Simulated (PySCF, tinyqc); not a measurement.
Inside a calculation. Method: MP2 on RHF in the sto-3g basis, frozen core, for BH, spin multiplicity 1. The lowest restricted solution is unstable here: a spin-polarised one lies 0.0055 hartree lower (PySCF). One step of it, computed by the program tinyqc.

Question. Second-order Moller-Plesset energy. E2 = sum_ijab (ia|jb) [2 (ia|jb) - (ib|ja)] / (e_i + e_j - e_a - e_b) over occupied i, j and virtual a, b; the opposite-spin part is (ia|jb)^2 / denominator, the rest is same-spin, and SCS-MP2 scales them by 6/5 and 1/3.

orbital energies (hartree): MO1 -7.381179, MO2 -0.468460, MO3 -0.234218, MO4 0.248393, MO5 0.248393, MO6 0.374653

Two-electron integrals over orbitals (pq|rs), unique and non-zero (hartree); the lowest 1 orbital is frozen and left out:
```
(22|22) 0.472497    (32|22) -0.001507   (32|32) 0.117769    (33|22) 0.430980
(33|32) -0.000959   (33|33) 0.469856    (42|42) 0.088586    (43|42) -0.039304
(43|43) 0.033542    (44|22) 0.481847    (44|32) -0.076766   (44|33) 0.421420
(44|44) 0.586773    (52|52) 0.088586    (53|52) -0.039304   (53|53) 0.033542
(54|54) 0.031630    (55|22) 0.481847    (55|32) -0.076766   (55|33) 0.421420
(55|44) 0.523513    (55|55) 0.586773    (62|22) 0.055554    (62|32) -0.013461
(62|33) -0.024681   (62|44) 0.077659    (62|55) 0.077659    (62|62) 0.090031
(63|22) 0.033341    (63|32) -0.111698   (63|33) 0.003306    (63|44) 0.099496
(63|55) 0.099496    (63|62) 0.056697    (63|63) 0.147147    (64|42) 0.026994
(64|43) 0.003957    (64|64) 0.025815    (65|52) 0.026994    (65|53) 0.003957
(65|65) 0.025815    (66|22) 0.472329    (66|32) 0.052328    (66|33) 0.465487
(66|44) 0.439617    (66|55) 0.439617    (66|62) 0.022771    (66|63) -0.025514
(66|66) 0.531437
```

Hartree-Fock energy = -24.66412697 hartree

Give: Terms; Pair energies; MP2 correlation energy; SCS-MP2 correlation energy; MP2 total energy.

Answer.

Terms:

| i | j | a | b | (ia\|jb) | (ib\|ja) | denominator | term |
|---|---|---|---|---|---|---|---|
| 3 | 3 | 6 | 6 | 0.1471 | 0.1471 | -1.2177 | -0.0178 |
| 2 | 2 | 5 | 5 | 0.0886 | 0.0886 | -1.4337 | -0.0055 |
| 2 | 2 | 4 | 4 | 0.0886 | 0.0886 | -1.4337 | -0.0055 |
| 2 | 2 | 6 | 6 | 0.0900 | 0.0900 | -1.6862 | -0.0048 |
| 2 | 3 | 6 | 6 | 0.0567 | 0.0567 | -1.4520 | -0.0022 |
| 3 | 2 | 6 | 6 | 0.0567 | 0.0567 | -1.4520 | -0.0022 |
| 3 | 2 | 5 | 5 | -0.0393 | -0.0393 | -1.1995 | -0.0013 |
| 2 | 3 | 5 | 5 | -0.0393 | -0.0393 | -1.1995 | -0.0013 |
| 3 | 2 | 4 | 4 | -0.0393 | -0.0393 | -1.1995 | -0.0013 |
| 2 | 3 | 4 | 4 | -0.0393 | -0.0393 | -1.1995 | -0.0013 |
| 3 | 3 | 4 | 4 | 0.0335 | 0.0335 | -0.9652 | -0.0012 |
| 3 | 3 | 5 | 5 | 0.0335 | 0.0335 | -0.9652 | -0.0012 |

Pair energies (hartree; pair i-j sums ij and ji):

| pair | opposite spin | same spin |
|---|---|---|
| 2-2 | -0.0158 | 0.0000 |
| 3-2 | -0.0096 | 0.0000 |
| 3-3 | -0.0201 | 0.0000 |

MP2 correlation energy = -0.045445 hartree

SCS-MP2 correlation energy = -0.054534 hartree

MP2 total energy = -24.709572 hartree
